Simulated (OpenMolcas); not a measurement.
# PH2 (SMILES [PH2]): methods side by side

PH2 has 3 atoms, charge 0, and is taken as a doublet. SMILES: `[PH2]`. The shape is that of a GFN2-xTB optimisation.

| atom | x (Å) | y (Å) | z (Å) |
| --- | --- | --- | --- |
| P | 0.5145 | -0.3028 | 0.2527 |
| H | 0.1115 | 1.0274 | 0.1724 |
| H | -0.6260 | -0.7246 | -0.4251 |

Each level gives the energy change with the P1–H2 bond stretched from 1.392 to 1.740 Å (eV). The values are calculated.

| level | kind | program | value (eV) | less FCI/pcseg-0 | CPU time (all runs) |
| --- | --- | --- | --- | --- | --- |
| UHF/pcseg-0 | Hartree–Fock | OpenMolcas | 0.53 | +0.20 | 7 s |
| USVWN5/pcseg-0 | LDA | OpenMolcas | 0.33 | 0.00 | 12 s |
| UPBE/pcseg-0 | GGA | OpenMolcas | 0.34 | +0.01 | 16 s |
| U-r2SCAN/pcseg-0 | meta-GGA | OpenMolcas | 0.41 | +0.08 | 21 s |
| UM06-2X/pcseg-0 | hybrid meta-GGA | OpenMolcas | 0.46 | +0.13 | 20 s |
| CASSCF(3,3)/pcseg-0 | multireference | OpenMolcas | 0.29 | -0.04 | 4.1 s |
| ROCCSD(T)/pcseg-0 | coupled cluster or CI | OpenMolcas | 0.33 | 0.00 | 9.9 s |
| FCI/pcseg-0 | exact in the basis | OpenMolcas | 0.33 | 0.00 | 19 s |

FCI/pcseg-0 is exact within its basis and frozen core, so for wave-function methods in that basis the difference is their error; functionals converge differently with the basis, so for them it is only a difference. The first shape isn't each level's own minimum. The values span 0.29 to 0.53 eV. All rows use very small basis sets, so even the best lies far from the true value. Times are those of the runs behind each value, whatever else they computed, on shared processors of several kinds: orders of magnitude only.
